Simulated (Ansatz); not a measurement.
Program: Ansatz. Geometries: PBE0-D4/def2-TZVP. ΔE: electronic, gas phase. CCSD(T)/CBS adds triple-zeta CCSD(T) − MP2 to the extrapolated MP2 energy (def2 sets, frozen cores). This one scheme is used for every species. DFT in def2-TZVPP. Each species was taken in one conformer, which may not be the lowest.

Consider the formal hydrolysis of the Si–N bond: `N[SiH2][AlH2]` + H₂O → `O[SiH2][AlH2]` + NH₃.

`N[SiH2][AlH2]`:

Z-matrix (Å, degrees):
```
Si
Al 1 2.457
N 1 1.731 2 109.3
H 1 1.503 2 109.4 3 -126.4
H 1 1.493 2 111.4 3 118.8
H 2 1.590 1 121.3 3 -164.1
H 2 1.593 1 120.4 3 16.9
H 3 1.008 1 120.2 2 178.6
H 3 1.007 1 119.2 2 -39.1
```

H₂O:

Cartesian coordinates in Å:
```
O -0.232 -0.190 0.249
H -0.002 0.742 0.259
H 0.234 -0.552 -0.508
```

`O[SiH2][AlH2]`:

```xyz
8

O    -0.007    1.858    0.090
Si    0.300    0.377   -0.595
Al   -0.485   -1.390    0.926
H     0.255    2.632   -0.410
H    -0.363    0.272   -1.935
H     1.763    0.228   -0.887
H    -0.313   -2.907    0.479
H    -1.151   -1.070    2.331
```

NH₃:

```xyz
4

N    -0.233   -0.159    0.005
H     0.509   -0.594   -0.530
H    -0.406    0.748   -0.411
H     0.131    0.006    0.936
```

```json
{"level": "revPBE-D4", "ΔE (kJ/mol)": "-35.6"}
{"level": "CAM-B3LYP", "ΔE (kJ/mol)": "-44.3"}
{"level": "CCSD(T)/def2-TZVPP", "ΔE (kJ/mol)": "-40.5"}
{"level": "MP2/def2-QZVPP", "ΔE (kJ/mol)": "-38.6"}
```

(1) What does CCSD(T)/CBS give? (Best estimate.)

(2) What do rigid-rotor, harmonic-oscillator terms from PBE0-D4/def2-TZVP frequencies (298.15 K, 1 bar) make of the CCSD(T)/CBS value? (Best estimate.)

Largest T1 diagnostic among the species: 0.012.

Answers

(1) The calculation gave: -38.5 kJ/mol. The listed levels differ from it by 2.9, -5.8, -2.0, -0.1 kJ/mol.

(2) Ansatz gave: ΔZPE = +2.7 kJ/mol, ΔH = -36.7 kJ/mol, ΔS = -1 J/(mol·K), ΔG = -36.3 kJ/mol.

Leaving LDA and LC-ωPBE aside and taking each functional with its dispersion term where it has one, the values, not all of them listed here, spread over 8.7 kJ/mol, from B97M-V to revPBE-D4. LDA lies +3.6 kJ/mol from PBE without D4. In def2-TZVPP, CCSD(T) changes the Hartree–Fock value by +7.7 kJ/mol (the triples alone add +0.9 kJ/mol) and MP2 by +8.4 kJ/mol.
